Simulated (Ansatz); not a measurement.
Two structures of BH4OF, closed shell, reached by relaxing down either side of one saddle point (PBE0-D4/def2-TZVP). Energies are electronic, without zero-point energy. Ansatz 0.2.0; basis: def2-TZVPP and def2-QZVPP; cores frozen in the correlated methods. Extrapolation: Hartree–Fock as exp(−7.88 √X), correlation as X^−2.97. First:

B1  (-0.972, 0.495, -0.271)
O2  (0.271, 0.302, 0.238)
H3  (-1.457, -0.427, -0.850)
H4  (-1.514, 1.551, -0.123)
H5  (1.238, -1.114, 0.162)
F6  (1.794, -1.867, 0.143)
H7  (0.641, 1.060, 0.701)
(Å)

Second:

B1  (-0.669, -0.304, -0.017)
O2  (0.716, 0.695, -0.190)
H3  (-0.911, -0.552, -1.173)
H4  (-1.404, 0.438, 0.587)
H5  (1.406, 0.172, -0.617)
F6  (-0.174, -1.360, 0.716)
H7  (1.036, 0.913, 0.694)
(Å)

Task: Which bonds change from the first to the second?

Result: BH₃O ([BH2][OH]) + HF → BH₂F ([BH2][F]) + H₂O (still joined by a long B–O bond); bonds formed: B1–F6, O2–H5; bonds broken: H5–F6; bonds weakened to dative contacts: B1–O2.

Task: Give the saddle point's structure and its height above each. (Judge from chemistry; the value comes from the calculation.)

Result: Computed: 85.8 kJ/mol above the first and 93.0 kJ/mol above the second (CCSD(T) at an estimated basis limit (MP2 extrapolated from triple and quadruple zeta, plus CCSD(T) − MP2 in triple zeta)).
| atom | x (Å) | y (Å) | z (Å) |
| --- | --- | --- | --- |
| B1 | -0.5848 | -0.0511 | -0.1346 |
| O2 | 0.7189 | 0.6578 | -0.3407 |
| H3 | -1.0991 | -0.4110 | -1.1483 |
| H4 | -1.2308 | 0.3308 | 0.7972 |
| H5 | 1.0002 | -0.5204 | 0.1151 |
| F6 | 0.3265 | -1.3439 | 0.3895 |
| H7 | 0.8692 | 1.3379 | 0.3218 |

No T1 diagnostic of these runs exceeds 0.013.

Steps of this kind, hydrogen fluoride cutting a network bond, underlie vapour etching and the fluorination step of atomic layer etching.

Labels in which every atom is bracketed show which atoms are joined, not bond orders.

For scale, one of the runs: CCSD(T)/def2-TZVPP, 149 basis functions, launched by `ansatz run in.yaml --threads 2 --pin off --events-out ev --progress --plain --max-ram 4352MiB`. The run took 14 s on 2 CPU threads of an Arm Neoverse V2 (shared host), with 1 GiB of host memory at its peak.
